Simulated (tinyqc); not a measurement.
Inside a calculation (part 1 of 2). Method: RKS/PBE in the sto-3g basis, for HF, spin multiplicity 1. Computed by tinyqc, a small Python program that keeps every step (integrals from PySCF). Settings: charge = 0, multiplicity = 1, basis = sto-3g, energy threshold = 1e-09, iteration cap = 83, orthogonalisation = symmetric, start = core, DIIS depth = 4, method = RKS, functional = pbe,pbe, grid = [15, 86]. Command: `OMP_NUM_THREADS=1 python tinyqc.py 24678 24679 out.jsonl` (the two numbers bound the seeds that draw the settings). One thread of a shared host (Intel(R) Xeon(R) Processor @ 2.60GHz), about 0.6 s of CPU time with the checks. Later iterations appear only in the table of the cycle.

## One-electron integrals

Geometry (angstrom):
```
atom         x         y         z
F     0.000000  0.000000  0.000000
H     0.000000  0.000000  1.299000
```

Basis sto-3g: exponents (1/bohr^2) and contraction coefficients of normalised primitives:
```
element  l (shell)    exponent  coefficient
F            s (1)  166.679130     0.154329
F            s (1)   30.360812     0.535328
F            s (1)    8.216821     0.444635
F            s (2)    6.464803    -0.099967
F            s (2)    1.502281     0.399513
F            s (2)    0.488588     0.700115
F            p (3)    6.464803     0.155916
F            p (3)    1.502281     0.607684
F            p (3)    0.488588     0.391957
H            s (1)    3.425251     0.154329
H            s (1)    0.623914     0.535328
H            s (1)    0.168855     0.444635
```

Overlap, kinetic and nuclear-attraction integrals over the contracted functions; the nuclear repulsion is the sum of Za Zb / Rab.

nuclear repulsion = 3.66635481 hartree

overlap S:
```
           1F 1s     1F 2s    1F 2px    1F 2py    1F 2pz     2H 1s
1F 1s   1.000000  0.237990  0.000000  0.000000  0.000000  0.020009
1F 2s   0.237990  1.000000  0.000000  0.000000  0.000000  0.237677
1F 2px  0.000000  0.000000  1.000000  0.000000  0.000000  0.000000
1F 2py  0.000000  0.000000  0.000000  1.000000  0.000000  0.000000
1F 2pz  0.000000  0.000000  0.000000  0.000000  1.000000  0.212131
2H 1s   0.020009  0.237677  0.000000  0.000000  0.212131  1.000000
```

kinetic energy T (hartree):
```
            1F 1s      1F 2s    1F 2px    1F 2py    1F 2pz      2H 1s
1F 1s   36.984577  -0.212858  0.000000  0.000000  0.000000  -0.006543
1F 2s   -0.212858   1.037995  0.000000  0.000000  0.000000   0.005074
1F 2px   0.000000   0.000000  3.248015  0.000000  0.000000   0.000000
1F 2py   0.000000   0.000000  0.000000  3.248015  0.000000   0.000000
1F 2pz   0.000000   0.000000  0.000000  0.000000  3.248015   0.065212
2H 1s   -0.006543   0.005074  0.000000  0.000000  0.065212   0.760032
```

nuclear attraction V (hartree):
```
             1F 1s       1F 2s      1F 2px      1F 2py      1F 2pz      2H 1s
1F 1s   -77.416952   -9.273759    0.000000    0.000000   -0.007503  -0.798132
1F 2s    -9.273759  -11.948449    0.000000    0.000000   -0.093618  -1.990381
1F 2px    0.000000    0.000000  -11.840547    0.000000    0.000000   0.000000
1F 2py    0.000000    0.000000    0.000000  -11.840547    0.000000   0.000000
1F 2pz   -0.007503   -0.093618    0.000000    0.000000  -11.886848  -1.512557
2H 1s    -0.798132   -1.990381    0.000000    0.000000   -1.512557  -4.858637
```

core Hamiltonian H = T + V (hartree):
```
             1F 1s       1F 2s     1F 2px     1F 2py     1F 2pz      2H 1s
1F 1s   -40.432376   -9.486617   0.000000   0.000000  -0.007503  -0.804675
1F 2s    -9.486617  -10.910453   0.000000   0.000000  -0.093618  -1.985307
1F 2px    0.000000    0.000000  -8.592532   0.000000   0.000000   0.000000
1F 2py    0.000000    0.000000   0.000000  -8.592532   0.000000   0.000000
1F 2pz   -0.007503   -0.093618   0.000000   0.000000  -8.638833  -1.447344
2H 1s    -0.804675   -1.985307   0.000000   0.000000  -1.447344  -4.098605
```

## Two-electron integrals

Functions are numbered as in S; the eight-fold symmetry (ij|kl) = (ji|kl) = (kl|ij) leaves the list below.

Two-electron integrals (ij|kl) in chemists' order, unique and non-zero (hartree):
```
(11|11) 5.403501   (21|11) 0.841920   (21|21) 0.156299   (22|11) 1.268028
(22|21) 0.292344   (22|22) 0.926167   (31|31) 0.027998   (32|31) 0.043169
(32|32) 0.204588   (33|11) 1.264502   (33|21) 0.292403   (33|22) 0.925959
(33|33) 0.997514   (41|41) 0.027998   (42|41) 0.043169   (42|42) 0.204588
(43|43) 0.053770   (44|11) 1.264502   (44|21) 0.292403   (44|22) 0.925959
(44|33) 0.889973   (44|44) 0.997514   (51|51) 0.027998   (52|51) 0.043169
(52|52) 0.204588   (53|53) 0.053770   (54|54) 0.053770   (55|11) 1.264502
(55|21) 0.292403   (55|22) 0.925959   (55|33) 0.889973   (55|44) 0.889973
(55|55) 0.997514   (61|11) 0.071600   (61|21) 0.013192   (61|22) 0.024558
(61|33) 0.024523   (61|44) 0.024523   (61|51) 0.000513   (61|52) 0.000972
(61|55) 0.024633   (61|61) 0.001124   (62|11) 0.203016   (62|21) 0.047528
(62|22) 0.170731   (62|33) 0.168164   (62|44) 0.168164   (62|51) 0.003193
(62|52) 0.026270   (62|55) 0.175695   (62|61) 0.004073   (62|62) 0.040625
(63|31) 0.004708   (63|32) 0.028929   (63|53) 0.005354   (63|63) 0.005722
(64|41) 0.004708   (64|42) 0.028929   (64|54) 0.005354   (64|64) 0.005722
(65|11) 0.147275   (65|21) 0.034893   (65|22) 0.134325   (65|33) 0.128837
(65|44) 0.128837   (65|51) 0.006729   (65|52) 0.048173   (65|55) 0.145146
(65|61) 0.003097   (65|62) 0.039381   (65|65) 0.043703   (66|11) 0.403445
(66|21) 0.095946   (66|22) 0.398583   (66|33) 0.386995   (66|44) 0.386995
(66|51) 0.007023   (66|52) 0.082992   (66|55) 0.421455   (66|61) 0.008246
(66|62) 0.129127   (66|65) 0.146622   (66|66) 0.774606
```

## Orthogonalisation

S = U s U^T; symmetric (Loewdin) form X = U s^(-1/2) U^T, so that X^T S X = 1.

eigenvalues of S: 0.635047  0.855447  1.000000  1.000000  1.125964  1.383543

X:
```
            1F 1s      1F 2s    1F 2px    1F 2py     1F 2pz      2H 1s
1F 1s    1.022546  -0.126265  0.000000  0.000000  -0.002477   0.012845
1F 2s   -0.126265   1.046295  0.000000  0.000000   0.020988  -0.129904
1F 2px   0.000000   0.000000  1.000000  0.000000   0.000000   0.000000
1F 2py   0.000000   0.000000  0.000000  1.000000   0.000000   0.000000
1F 2pz  -0.002477   0.020988  0.000000  0.000000   1.018254  -0.113461
2H 1s    0.012845  -0.129904  0.000000  0.000000  -0.113461   1.041536
```

## Starting guess

The start is the orbitals of the core Hamiltonian; D = 2 C_occ C_occ^T.

D at the start:
```
            1F 1s      1F 2s    1F 2px    1F 2py     1F 2pz      2H 1s
1F 1s    2.122426  -0.517636  0.000000  0.000000  -0.012302   0.039463
1F 2s   -0.517636   2.187960  0.000000  0.000000   0.067096  -0.163547
1F 2px   0.000000   0.000000  2.000000  0.000000   0.000000   0.000000
1F 2py   0.000000   0.000000  0.000000  2.000000   0.000000   0.000000
1F 2pz  -0.012302   0.067096  0.000000  0.000000   2.064055  -0.190426
2H 1s    0.039463  -0.163547  0.000000  0.000000  -0.190426   0.028897
```

## Iteration 1: exchange-correlation on the grid

Becke grid with 15 radial and 86 angular points per atom, points of zero weight dropped. rho = sum D_ij phi_i phi_j; V_xc,ij = sum w v_xc phi_i phi_j plus the gradient terms; v_xc is d(rho eps)/d rho at fixed gradient.

The 8 grid points with the largest w rho, of 2571 (bohr, atomic units):
```
x                  y         z         w       rho  |grad rho|^2     eps_xc       v_xc
-0.519615   0.519615  0.519615  0.043602  0.783276      4.572267  -0.759390  -0.960865
0.519615    0.519615  0.519615  0.043602  0.783276      4.572267  -0.759390  -0.960865
-0.519615  -0.519615  0.519615  0.043602  0.783276      4.572267  -0.759390  -0.960865
0.519615   -0.519615  0.519615  0.043602  0.783276      4.572267  -0.759390  -0.960865
0.624919    0.624919  0.170157  0.043617  0.776976      4.433590  -0.757317  -0.958748
-0.624919  -0.624919  0.170157  0.043617  0.776976      4.433590  -0.757317  -0.958748
-0.624919   0.624919  0.170157  0.043617  0.776976      4.433590  -0.757317  -0.958748
0.624919   -0.624919  0.170157  0.043617  0.776976      4.433590  -0.757317  -0.958748
```

electrons on the grid, sum of w rho = 10.007781

E_xc = sum of w rho eps_xc = -11.37112803 hartree

V_xc (hartree):
```
            1F 1s      1F 2s     1F 2px     1F 2py     1F 2pz      2H 1s
1F 1s   -3.502511  -0.489410   0.000000   0.000000  -0.000358  -0.041981
1F 2s   -0.489410  -0.950689   0.000000   0.000000  -0.000886  -0.146378
1F 2px   0.000000   0.000000  -0.944163   0.000000   0.000000   0.000000
1F 2py   0.000000   0.000000   0.000000  -0.944163   0.000000   0.000000
1F 2pz  -0.000358  -0.000886   0.000000   0.000000  -0.944255  -0.101515
2H 1s   -0.041981  -0.146378   0.000000   0.000000  -0.101515  -0.186867
```

## Iteration 1: building the Kohn-Sham matrix

J_ij = sum D_kl (ij|kl); F = H + J + V_xc; E = tr D H + tr D J / 2 + E_xc + E_nn.

Coulomb J (hartree):
```
            1F 1s     1F 2s    1F 2px    1F 2py    1F 2pz     2H 1s
1F 1s   20.934138  4.012865  0.000000  0.000000  0.001740  0.338911
1F 2s    4.012865  9.936577  0.000000  0.000000  0.001928  1.769748
1F 2px   0.000000  0.000000  9.928029  0.000000  0.000000  0.000000
1F 2py   0.000000  0.000000  0.000000  9.928029  0.000000  0.000000
1F 2pz   0.001740  0.001928  0.000000  0.000000  9.927247  1.366548
2H 1s    0.338911  1.769748  0.000000  0.000000  1.366548  3.982843
```

Kohn-Sham matrix F (hartree):
```
             1F 1s      1F 2s    1F 2px    1F 2py     1F 2pz      2H 1s
1F 1s   -23.000748  -5.963163  0.000000  0.000000  -0.006121  -0.507745
1F 2s    -5.963163  -1.924566  0.000000  0.000000  -0.092577  -0.361937
1F 2px    0.000000   0.000000  0.391334  0.000000   0.000000   0.000000
1F 2py    0.000000   0.000000  0.000000  0.391334   0.000000   0.000000
1F 2pz   -0.006121  -0.092577  0.000000  0.000000   0.344159  -0.182311
2H 1s    -0.507745  -0.361937  0.000000  0.000000  -0.182311  -0.302628
```

total energy of this density = -98.13337792 hartree

## Iteration 1: diagonalisation and new density

Diagonalise F' = X^T F X, C = X C', fill 5 alpha and 5 beta electrons from the bottom; D = 2 C_occ C_occ^T. Each column has its largest component positive (the first on a tie).

F' = X^T F X (hartree):
```
            1          2         3         4          5          6
1  -22.552647  -3.192831  0.000000  0.000000  -0.010165  -0.028387
2   -3.192831  -0.824252  0.000000  0.000000  -0.052123  -0.167366
3    0.000000   0.000000  0.391334  0.000000   0.000000   0.000000
4    0.000000   0.000000  0.000000  0.391334   0.000000   0.000000
5   -0.010165  -0.052123  0.000000  0.000000   0.392212  -0.196055
6   -0.028387  -0.167366  0.000000  0.000000  -0.196055  -0.215500
```

orbital energies (hartree): MO1 -23.012228, MO2 -0.494267, MO3 -0.143672, MO4 0.391334, MO5 0.391334, MO6 0.449979

coefficients C:
```
              MO1        MO2        MO3        MO4       MO5        MO6
1F 1s    0.994156  -0.209347   0.171798   0.000000  0.000000  -0.005241
1F 2s    0.023787   0.764741  -0.734670   0.000000  0.000000   0.053454
1F 2px   0.000000   0.000000   0.000000   0.984895  0.173150   0.000000
1F 2py   0.000000   0.000000   0.000000  -0.173150  0.984895   0.000000
1F 2pz   0.001059   0.127558   0.126750   0.000000  0.000000   1.008873
2H 1s   -0.003498   0.483229   0.848260   0.000000  0.000000  -0.402050
```

D after iteration 1:
```
            1F 1s      1F 2s    1F 2px    1F 2py     1F 2pz      2H 1s
1F 1s    2.123372  -0.525327  0.000000  0.000000  -0.007752   0.082177
1F 2s   -0.525327   2.250269  0.000000  0.000000   0.008909  -0.507460
1F 2px   0.000000   0.000000  2.000000  0.000000   0.000000   0.000000
1F 2py   0.000000   0.000000  0.000000  2.000000   0.000000   0.000000
1F 2pz  -0.007752   0.008909  0.000000  0.000000   0.064675   0.338306
2H 1s    0.082177  -0.507460  0.000000  0.000000   0.338306   1.906133
```

Within a degenerate level the vectors are fixed only up to a rotation; this is one choice.

## Iteration 2: exchange-correlation on the grid

As before.

The 8 grid points with the largest w rho, of 2571 (bohr, atomic units):
```
x                  y         z         w       rho  |grad rho|^2     eps_xc       v_xc
-0.336819   0.834598  0.000000  0.043397  0.775458      4.417885  -0.756872  -0.958112
0.336819    0.834598  0.000000  0.043397  0.775458      4.417885  -0.756872  -0.958112
-0.336819  -0.834598  0.000000  0.043397  0.775458      4.417885  -0.756872  -0.958112
0.336819   -0.834598  0.000000  0.043397  0.775458      4.417885  -0.756872  -0.958112
0.834598   -0.336819  0.000000  0.043397  0.775458      4.417885  -0.756872  -0.958112
-0.834598  -0.336819  0.000000  0.043397  0.775458      4.417885  -0.756872  -0.958112
-0.834598   0.336819  0.000000  0.043397  0.775458      4.417885  -0.756872  -0.958112
0.834598    0.336819  0.000000  0.043397  0.775458      4.417885  -0.756872  -0.958112
```

electrons on the grid, sum of w rho = 10.007441

E_xc = sum of w rho eps_xc = -10.48821966 hartree

V_xc (hartree):
```
            1F 1s      1F 2s     1F 2px     1F 2py     1F 2pz      2H 1s
1F 1s   -3.489327  -0.474553   0.000000   0.000000  -0.000409  -0.040656
1F 2s   -0.474553  -0.872204   0.000000   0.000000  -0.011076  -0.151713
1F 2px   0.000000   0.000000  -0.903874   0.000000   0.000000   0.000000
1F 2py   0.000000   0.000000   0.000000  -0.903874   0.000000   0.000000
1F 2pz  -0.000409  -0.011076   0.000000   0.000000  -0.787650  -0.120776
2H 1s   -0.040656  -0.151713   0.000000   0.000000  -0.120776  -0.525462
```

## Iteration 2: building the Kohn-Sham matrix

As before.

Coulomb J (hartree):
```
            1F 1s     1F 2s    1F 2px    1F 2py    1F 2pz     2H 1s
1F 1s   19.256664  3.630296  0.000000  0.000000  0.015119  0.306996
1F 2s    3.630296  8.914588  0.000000  0.000000  0.167262  1.681990
1F 2px   0.000000  0.000000  8.952179  0.000000  0.000000  0.000000
1F 2py   0.000000  0.000000  0.000000  8.952179  0.000000  0.000000
1F 2pz   0.015119  0.167262  0.000000  0.000000  8.813147  1.373408
2H 1s    0.306996  1.681990  0.000000  0.000000  1.373408  4.675394
```

Kohn-Sham matrix F (hartree):
```
             1F 1s      1F 2s     1F 2px     1F 2py     1F 2pz      2H 1s
1F 1s   -24.665038  -6.330874   0.000000   0.000000   0.007206  -0.538336
1F 2s    -6.330874  -2.868070   0.000000   0.000000   0.062568  -0.455030
1F 2px    0.000000   0.000000  -0.544228   0.000000   0.000000   0.000000
1F 2py    0.000000   0.000000   0.000000  -0.544228   0.000000   0.000000
1F 2pz    0.007206   0.062568   0.000000   0.000000  -0.613336  -0.194713
2H 1s    -0.538336  -0.455030   0.000000   0.000000  -0.194713   0.051327
```

total energy of this density = -98.24809464 hartree

## Iteration 2: DIIS over 2 matrices

error matrix X^T (FDS - SDF) X:
```
           1          2         3         4          5          6
1   0.000000   0.000089  0.000000  0.000000   0.004908  -0.001695
2  -0.000089   0.000000  0.000000  0.000000  -0.283932   0.085636
3   0.000000   0.000000  0.000000  0.000000   0.000000   0.000000
4   0.000000   0.000000  0.000000  0.000000   0.000000   0.000000
5  -0.004908   0.283932  0.000000  0.000000   0.000000  -0.682550
6   0.001695  -0.085636  0.000000  0.000000   0.682550   0.000000
```

B (overlaps of the stored error matrices):
```
                1               2
1   5.3991063e-01  -5.1793191e-01
2  -5.1793191e-01   1.1077049e+00
```

Minimise |sum c_i e_i|^2 with sum c_i = 1: solve [B -1; -1 0][c; lambda] = [0; -1] with B_ij = tr e_i^T e_j, and take F = sum c_i F_i.

DIIS coefficients: 0.605794  0.394206

extrapolated F (hartree):
```
             1F 1s      1F 2s    1F 2px    1F 2py     1F 2pz      2H 1s
1F 1s   -23.656821  -6.108116  0.000000  0.000000  -0.000867  -0.519804
1F 2s    -6.108116  -2.296501  0.000000  0.000000  -0.031418  -0.398635
1F 2px    0.000000   0.000000  0.022530  0.000000   0.000000   0.000000
1F 2py    0.000000   0.000000  0.000000  0.022530   0.000000   0.000000
1F 2pz   -0.000867  -0.031418  0.000000  0.000000  -0.033291  -0.187200
2H 1s    -0.519804  -0.398635  0.000000  0.000000  -0.187200  -0.163097
```

## Iteration 2: diagonalisation and new density

As before.

F' = X^T F X (hartree):
```
            1          2         3         4          5          6
1  -23.207301  -3.216278  0.000000  0.000000  -0.011522  -0.029506
2   -3.216278  -1.189127  0.000000  0.000000   0.003702  -0.184589
3    0.000000   0.000000  0.022530  0.000000   0.000000   0.000000
4    0.000000   0.000000  0.000000  0.022530   0.000000   0.000000
5   -0.011522   0.003702  0.000000  0.000000   0.006384  -0.182695
6   -0.029506  -0.184589  0.000000  0.000000  -0.182695  -0.062346
```

orbital energies (hartree): MO1 -23.667632, MO2 -0.775825, MO3 -0.183155, MO4 0.022530, MO5 0.022530, MO6 0.174222

coefficients C:
```
              MO1        MO2        MO3        MO4       MO5        MO6
1F 1s    0.994373  -0.257997   0.065261   0.000000  0.000000  -0.045979
1F 2s    0.022929   0.985181  -0.310547   0.000000  0.000000   0.245853
1F 2px   0.000000   0.000000   0.000000  -0.091620  0.995794   0.000000
1F 2py   0.000000   0.000000   0.000000   0.995794  0.091620   0.000000
1F 2pz   0.000741   0.045461   0.608223   0.000000  0.000000   0.823504
2H 1s   -0.003295   0.133811   0.679828   0.000000  0.000000  -0.796635
```

D after iteration 2:
```
            1F 1s      1F 2s    1F 2px    1F 2py     1F 2pz      2H 1s
1F 1s    2.119199  -0.503279  0.000000  0.000000   0.057402   0.013134
1F 2s   -0.503279   2.135096  0.000000  0.000000  -0.288156  -0.158732
1F 2px   0.000000   0.000000  2.000000  0.000000   0.000000   0.000000
1F 2py   0.000000   0.000000  0.000000  2.000000   0.000000   0.000000
1F 2pz   0.057402  -0.288156  0.000000  0.000000   0.744005   0.839136
2H 1s    0.013134  -0.158732  0.000000  0.000000   0.839136   0.960166
```

Within a degenerate level the vectors are fixed only up to a rotation; this is one choice.

## Iteration 10 (converged): orbitals

converged F (hartree):
```
             1F 1s      1F 2s     1F 2px     1F 2py     1F 2pz      2H 1s
1F 1s   -23.890581  -6.158694   0.000000   0.000000  -0.009241  -0.524231
1F 2s    -6.158694  -2.411923   0.000000   0.000000  -0.050765  -0.417259
1F 2px    0.000000   0.000000  -0.089850   0.000000   0.000000   0.000000
1F 2py    0.000000   0.000000   0.000000  -0.089850   0.000000   0.000000
1F 2pz   -0.009241  -0.050765   0.000000   0.000000  -0.154573  -0.203004
2H 1s    -0.524231  -0.417259   0.000000   0.000000  -0.203004  -0.221722
```

As before.

F' = X^T F X (hartree):
```
            1          2          3          4          5          6
1  -23.440535  -3.225714   0.000000   0.000000  -0.017534  -0.029970
2   -3.225714  -1.302692   0.000000   0.000000  -0.017315  -0.180182
3    0.000000   0.000000  -0.089850   0.000000   0.000000   0.000000
4    0.000000   0.000000   0.000000  -0.089850   0.000000   0.000000
5   -0.017534  -0.017315   0.000000   0.000000  -0.117214  -0.176597
6   -0.029970  -0.180182   0.000000   0.000000  -0.176597  -0.121211
```

orbital energies (hartree): MO1 -23.901124, MO2 -0.886024, MO3 -0.266431, MO4 -0.089850, MO5 -0.089850, MO6 0.071927

coefficients C:
```
              MO1        MO2        MO3       MO4        MO5        MO6
1F 1s    0.994462  -0.258812   0.061610  0.000000   0.000000   0.044487
1F 2s    0.022587   0.991317  -0.291888  0.000000   0.000000  -0.244078
1F 2px   0.000000   0.000000   0.000000  0.099694   0.995018   0.000000
1F 2py   0.000000   0.000000   0.000000  0.995018  -0.099694   0.000000
1F 2pz   0.001115   0.067848   0.673709  0.000000   0.000000  -0.769203
2H 1s   -0.003318   0.112614   0.611721  0.000000   0.000000   0.853121
```

D after iteration 10:
```
            1F 1s      1F 2s    1F 2px    1F 2py     1F 2pz      2H 1s
1F 1s    2.119469  -0.504171  0.000000  0.000000   0.050113   0.010485
1F 2s   -0.504171   2.136835  0.000000  0.000000  -0.258726  -0.133986
1F 2px   0.000000   0.000000  2.000000  0.000000   0.000000   0.000000
1F 2py   0.000000   0.000000  0.000000  2.000000   0.000000   0.000000
1F 2pz   0.050113  -0.258726  0.000000  0.000000   0.916976   0.839517
2H 1s    0.010485  -0.133986  0.000000  0.000000   0.839517   0.773791
```

Within a degenerate level the vectors are fixed only up to a rotation; this is one choice.
